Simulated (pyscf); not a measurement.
# Multi-bond step: H₂B–CH₃ (SMILES BC) + NH₃ (SMILES N) -> H₃C–BH–NH₂ (SMILES CBN) + H₂ (SMILES [H][H])

Gas phase, singlet surface, charge 0. Bonds broken: C1–H3, B2–H6, N8–H9. Bonds formed: C1–H6, B2–N8, H3–H9. Single points on ωB97X-D3(BJ)/def2-SVP structures (PySCF, gas phase).

Transition state (Å):

```xyz
11

C     -0.5410    -0.7697     0.3009
B     -0.2830     0.7485     0.2252
H     -1.5507    -0.8028    -1.0870
H     -1.4070    -1.1258     0.8774
H      0.2400    -1.5424     0.2103
H     -0.0143     0.5824     1.4747
H      0.6899     1.1485    -0.3873
N     -1.5905     1.4101    -0.1358
H     -1.8311     0.0381    -1.0570
H     -2.3540     1.3280     0.5327
H     -1.5525     2.3691    -0.4726
```

One imaginary mode, 1208i cm⁻¹; descent along it reached the two sides named, in the forms told below.

```csv
bond,change,reactant side (Å),saddle,product side
C1–H3,breaks,1.107,1.717,4.8
B2–H6,breaks,1.231,1.289,2.222
N8–H9,breaks,1.022,1.670,2.7
C1–H6,forms,2.406,1.866,1.102
B2–N8,forms,1.666,1.509,1.401
H3–H9,forms,2.7,0.887,0.761
```

Electronic energies relative to the separated reactants (kcal/mol):

| level | barrier | reaction energy | reverse barrier |
|---|---|---|---|
| ωB97X-D3(BJ)/def2-TZVP | 57.7 | -29.8 | 87.4 |
| PBE/def2-TZVP | 43.5 | -31.2 | 74.8 |
| r²SCAN/def2-TZVP | 48.0 | -31.5 | 79.5 |
| B3LYP-D3(BJ)/def2-TZVP | 51.6 | -30.8 | 82.4 |
| PBE0-D3(BJ)/def2-TZVP | 50.3 | -30.6 | 80.9 |
| M06-2X/def2-TZVP | 56.8 | -31.7 | 88.6 |
| ωB97M-D3(BJ)/def2-TZVP | 55.1 | -30.3 | 85.4 |
| HF/def2-TZVP | 81.5 | -24.9 | 106.5 |

With ωB97M-D3(BJ)/def2-TZVP energies and thermal terms (ideal gas, 1 atm, RRHO with modes under 100 cm⁻¹ raised to 100, one conformer, R ln 2 for chiral ones without a mode under 150 cm⁻¹), in kcal/mol:

```json
[
 {"T (K)": "298", "ΔH‡": "52.0", "ΔG‡": "63.6", "ΔH": "-32.3", "ΔG": "-29.8"},
 {"T (K)": "600", "ΔH‡": "52.1", "ΔG‡": "75.5", "ΔH": "-31.4", "ΔG": "-27.5"},
 {"T (K)": "900", "ΔH‡": "53.1", "ΔG‡": "86.9", "ΔH": "-30.5", "ΔG": "-25.8"},
 {"T (K)": "1200", "ΔH‡": "54.2", "ΔG‡": "98.1", "ΔH": "-29.8", "ΔG": "-24.4"}
]
```

On the reactant side the descent ends in an adduct with a B–N contact, 26.7 kcal/mol under the separated species and 84.3 kcal/mol under the saddle at ωB97X-D3(BJ)/def2-TZVP. What is counted as formed (B–N) is already present as a longer contact in the reactant adduct; forming that adduct is a step of its own. The same reactants have a lower exit, to H₂B–NH₂ + CH₄ (barrier +16.0 kcal/mol at ωB97M-D3(BJ)/def2-TZVP, against +55.1 kcal/mol here). Another saddle between the same species, by other bonds, lies lower (10.2 kcal/mol against 55.1 kcal/mol at ωB97M-D3(BJ)/def2-TZVP).
